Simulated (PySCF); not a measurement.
# BSiH5 (BH2(SiH3)): a chain of runs

Aim: the energy (SPW92/cc-pV(T+d)Z), then the energy (TPSS-D3(op)/pcseg-1) of BSiH5 (BH2(SiH3)). The job is set up through a Python script.

Program for the calculation: PySCF 2.14.0.

## 1. The system as given

BSiH5 has 7 atoms, charge 0, and is taken as a singlet. As SMILES, `[H]B([H])[SiH3]`. The coordinates come from a GFN2-xTB relaxation.

Bond lengths: B1–Si4 1.956 Å, B1–H2 1.170 Å, B1–H3 1.170 Å, Si4–H5 1.472 Å, Si4–H6 1.472 Å, Si4–H7 1.474 Å. Angles: B1–Si4–H5 115.1°, B1–Si4–H6 115.2°, B1–Si4–H7 111.4°, H2–B1–Si4 121.7°, H3–B1–Si4 121.7°, H5–Si4–H6 104.4°, H5–Si4–H7 104.9°, H6–Si4–H7 104.9°, H2–B1–H3 116.6°.

## 2. The energy at SPW92/cc-pV(T+d)Z (density fitting with def2-universal-jkfit) (run 4)

File job.py:

```python
# BH2(SiH3)
from pyscf import gto, dft

molecule = gto.Mole()
molecule.atom = '''
B      0.595540     1.038560     0.005960
H      1.765140     1.076930     0.027400
H      0.039220     2.066980    -0.048000
Si    -0.377680    -0.657970     0.018400
H     -1.713750    -0.605710     0.632990
H      0.300530    -1.764180     0.713070
H     -0.608990    -1.154610    -1.349820
'''
molecule.verbose = 3
molecule.charge = 0
molecule.max_memory = 1860
molecule.spin = 0
molecule.basis = 'cc-pv(t+d)z'
molecule.build()

mf = dft.RKS(molecule, xc='spw92')
mf = mf.density_fit(auxbasis='def2-universal-jkfit')
mf.kernel()

etot = mf.e_tot
print('E = %.10f Eh' % etot)
```

The run is started by

```bash
$ OMP_NUM_THREADS=1 python job.py
```

The program printed:

```text
converged SCF energy = -315.797335962848
E = -315.7973359628 Eh
```

Wall time 13 s (1 thread of Intel Xeon at 2.50GHz (Skylake/Cascade Lake), shared host); peak memory 0.28 GiB.

## 3. The energy at TPSS-D3(op)/pcseg-1 (sfX2C, density fitting with cc-pvdz-jkfit) (run 6)

File mol.xyz:

```xyz
7
BH5Si
B      0.595540     1.038560     0.005960
H      1.765140     1.076930     0.027400
H      0.039220     2.066980    -0.048000
Si    -0.377680    -0.657970     0.018400
H     -1.713750    -0.605710     0.632990
H      0.300530    -1.764180     0.713070
H     -0.608990    -1.154610    -1.349820
```

File input.py:

```python
from pyscf import gto, dft

mol = gto.Mole()
mol.atom = 'mol.xyz'
mol.spin = 0
mol.basis = 'pcseg-1'
mol.verbose = 4
mol.max_memory = 1860
mol.symmetry = True
mol.build()

mf = dft.RKS(mol)
mf.xc = 'tpss'
mf = mf.sfx2c1e()
mf = mf.density_fit(auxbasis='cc-pvdz-jkfit')
mf.disp = 'd3op'
mf.kernel()

e_final = mf.e_tot
print('E = %.10f Eh' % e_final)
```

The run is started by

```bash
$ OMP_NUM_THREADS=1 python input.py
```

The program printed:

```text
PySCF version 2.14.0

[INPUT] num. atoms = 7
[INPUT] num. electrons = 24
[INPUT] charge = 0
[INPUT] spin (= nelec alpha-beta = 2S) = 0
[INPUT] symmetry True subgroup None
[INPUT] Mole.unit = angstrom
[INPUT] Symbol           X                Y                Z      unit          X                Y                Z       unit  Magmom
[INPUT]  1 B      0.595540000000   1.038560000000   0.005960000000 AA    1.125407496223   1.962593963928   0.011262767702 Bohr   0.0
[INPUT]  2 H      1.765140000000   1.076930000000   0.027400000000 AA    3.335631171515   2.035102755328   0.051778495813 Bohr   0.0
[INPUT]  3 H      0.039220000000   2.066980000000  -0.048000000000 AA    0.074115058605   3.906026104953  -0.090706853979 Bohr   0.0
[INPUT]  4 Si    -0.377680000000  -0.657970000000   0.018400000000 AA   -0.713711762726  -1.243383098180   0.034770960692 Bohr   0.0
[INPUT]  5 H     -1.713750000000  -0.605710000000   0.632990000000 AA   -3.238518145973  -1.144626010910   1.196177739588 Bohr   0.0
[INPUT]  6 H      0.300530000000  -1.764180000000   0.713070000000 AA    0.567919392216  -3.333817034435   1.347507007644 Bohr   0.0
[INPUT]  7 H     -0.608990000000  -1.154610000000  -1.349820000000 AA   -1.150824312599  -2.181896680684  -2.550790117460 Bohr   0.0

nuclear repulsion = 48.5201342388537
point group symmetry = C1
symmetry origin: [0. 0. 0.]
symmetry axis x: [1. 0. 0.]
symmetry axis y: [0. 1. 0.]
symmetry axis z: [0. 0. 1.]
num. orbitals of irrep A = 57
number of shells = 16
number of NR pGTOs = 104
number of NR cGTOs = 57
basis = pcseg-1
ecp = {}

******** <class 'pyscf.df.df_jk.DFsfX2C1eRKS'> ********
method = DFsfX2C1eRKS
initial guess = minao
damping factor = 0
level_shift factor = 0
DIIS = <class 'pyscf.scf.diis.CDIIS'>
diis_start_cycle = 1
diis_space = 8
diis_damp = 0
SCF conv_tol = 1e-09
SCF conv_tol_grad = None
SCF max_cycles = 50
direct_scf = False
XC library pyscf.dft.libxc version 7.0.0
    S. Lehtola, C. Steigemann, M. J.T. Oliveira, and M. A.L. Marques.,  SoftwareX 7, 1–5 (2018)
XC functionals = tpss
    J. Tao, J. P. Perdew, V. N. Staroverov, and G. E. Scuseria.,  Phys. Rev. Lett. 91, 146401 (2003)
    J. Tao, J. P. Perdew, V. N. Staroverov, and G. E. Scuseria.,  Phys. Rev. Lett. 91, 146401 (2003)
radial grids:
    Treutler-Ahlrichs [JCP 102, 346 (1995); DOI:10.1063/1.469408] (M4) radial grids

becke partition: Becke, JCP 88, 2547 (1988); DOI:10.1063/1.454033
pruning grids: <function nwchem_prune>
grids dens level: 3
symmetrized grids: True
atomic radii adjust function: <function treutler_atomic_radii_adjust>
small_rho_cutoff = 0

******** <class 'pyscf.x2c.sfx2c1e.SpinFreeX2CHelper'> ********
approx = 1e
xuncontract = 1
Set gradient conv threshold to 3.16228e-05
Initial guess from minao.
tot grids = 82272
Calc dispersion correction with DFTD3.
Parameters: xc=tpss, version=d3op, atm=False
init E= -317.648405116605
  HOMO = -0.333461065538136  LUMO = -0.170877033147859  gap/eV = 4.42414
cycle= 1 E= -317.866106567163  delta_E= -0.218  |g|= 0.131  |ddm|= 2.36
  HOMO = -0.264014213951843  LUMO = -0.103907763310614  gap/eV = 4.35672
cycle= 2 E= -317.872106367505  delta_E= -0.006  |g|= 0.0638  |ddm|= 0.33
  HOMO = -0.28379240879424  LUMO = -0.124620675801019  gap/eV = 4.33128
cycle= 3 E= -317.87363914805  delta_E= -0.00153  |g|= 0.0204  |ddm|= 0.113
  HOMO = -0.281438988457767  LUMO = -0.120826803125892  gap/eV = 4.37048
cycle= 4 E= -317.873800744758  delta_E= -0.000162  |g|= 0.00571  |ddm|= 0.0373
  HOMO = -0.282150818901917  LUMO = -0.121555621364229  gap/eV = 4.37002
cycle= 5 E= -317.873815974509  delta_E= -1.52e-05  |g|= 0.000704  |ddm|= 0.0105
  HOMO = -0.281943405060651  LUMO = -0.121418178473181  gap/eV = 4.36811
cycle= 6 E= -317.873816190982  delta_E= -2.16e-07  |g|= 0.000222  |ddm|= 0.00173
  HOMO = -0.281971811213176  LUMO = -0.121429779381486  gap/eV = 4.36857
cycle= 7 E= -317.873816212125  delta_E= -2.11e-08  |g|= 1.5e-05  |ddm|= 0.000424
  HOMO = -0.281972950907881  LUMO = -0.121431549173599  gap/eV = 4.36855
cycle= 8 E= -317.873816212219  delta_E= -9.47e-11  |g|= 4.54e-06  |ddm|= 2.99e-05
  HOMO = -0.281971924662999  LUMO = -0.121430940281491  gap/eV = 4.36854
Extra cycle  E= -317.873816212221  delta_E= -2.05e-12  |g|= 3.95e-06  |ddm|= 1.47e-05
converged SCF energy = -317.873816212221
E = -317.8738162122 Eh
```

It took 11 s on 1 thread of Intel Xeon at 2.50GHz (Skylake/Cascade Lake), shared host; peak memory 0.3 GiB.

## 4. Outcome

```
                                     quantity          value
       run 4, SPW92/cc-pV(T+d)Z: total energy  -315.79734 Eh
      run 4, SPW92/cc-pV(T+d)Z: dipole moment         0.43 D
        run 4, SPW92/cc-pV(T+d)Z: HOMO energy       -7.56 eV
        run 4, SPW92/cc-pV(T+d)Z: LUMO energy       -3.89 eV
      run 4, SPW92/cc-pV(T+d)Z: HOMO–LUMO gap        3.67 eV
     run 6, TPSS-D3(op)/pcseg-1: total energy  -317.87382 Eh
    run 6, TPSS-D3(op)/pcseg-1: dipole moment         0.57 D
      run 6, TPSS-D3(op)/pcseg-1: HOMO energy       -7.67 eV
      run 6, TPSS-D3(op)/pcseg-1: LUMO energy       -3.30 eV
    run 6, TPSS-D3(op)/pcseg-1: HOMO–LUMO gap        4.37 eV
run 6, TPSS-D3(op)/pcseg-1: dispersion energy   -3.52 kJ/mol
```

Mulliken charges (run 4, SPW92/cc-pV(T+d)Z) run from -0.21 on B1 to +0.11 on H2.
